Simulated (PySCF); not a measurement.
# Bond length, frequency and bond energy of NaS by level of theory

State: ²Π (doublet), unpaired electrons π ↑. Set-up: PySCF, no relativity, basis sets Na 6-31G(d,p), S 6-31G(d,p). De refers to Na + S in their high-spin ground configurations, without counterpoise correction. The functionals are run spin-unrestricted. A positive dipole means Na(−)S(+).

```csv
Level,Re (Å),ωe (cm⁻¹),De (eV),μ (D),"CPU s a point (SCF and correlation, without the integrals)"
UHF,2.523,332,1.41,-9.32,0.075
UHF-MP2,2.513,342,2.09,n/a,0.1
UHF-SCS-MP2,2.515,340,2.07,n/a,n/a
UHF-CCSD,2.514,341,2.07,n/a,n/a
UHF-CCSD(T),2.516,339,2.11,n/a,0.81
PBE,2.509,319,2.54,-7.74,0.25
revPBE,2.530,312,2.44,-7.86,0.16
r²SCAN,2.504,327,2.61,-8.50,0.3
PBE0,2.496,330,2.46,-8.37,0.48
BHandHLYP,2.487,338,2.36,-8.54,0.2
M06-2X,2.483,340,2.63,-8.52,0.32
ωB97X,2.496,333,2.75,-8.99,0.3
```

**Question.** Which functional lies closest to UHF-CCSD(T) in De, which farthest, and by how much do they differ from it?

**Answer.** Closest is BHandHLYP (-2.9 pm in Re, -0.3 % in ωe, +0.25 eV in De against UHF-CCSD(T) in the same basis), farthest ωB97X (-2.0 pm in Re, -1.8 % in ωe, +0.64 eV in De). CCSD(T) converges more slowly with the basis than the functionals do and binds too weakly in this one, so the order can change at the basis-set limit.

**Question.** What does second-order correlation do here, going from UHF to UHF-MP2?

**Answer.** UHF-MP2 less UHF: -1.0 pm in Re, +3.0 % in ωe, +0.68 eV in De. Correlation nearly always deepens the well. The bond shortens, as in weak, metallic or heavy-atom bonds, where dispersion and the correlation of outer-core electrons pull the atoms together.

**Question.** What does the triples do here, going from UHF-CCSD to UHF-CCSD(T)?

**Answer.** UHF-CCSD(T) less UHF-CCSD: +0.2 pm in Re, -0.6 % in ωe, +0.04 eV in De. Correlation nearly always deepens the well. The bond lengthens, as in strong covalent bonds, where excitations into antibonding orbitals dominate.

Correlated steps freeze 6 core orbitals. Correlated levels converge slowly with the basis: in double zeta they bind strong bonds too weakly, by up to about 1 eV, and carry superposition errors of some tenths. The state was picked by a PBE0 search and need not be the measured ground state.

The whole job (state search and all levels along the bond) took about 0.7 min on 1 thread of Intel Xeon 6975P-C (shared host), peak memory 0.41 GiB.
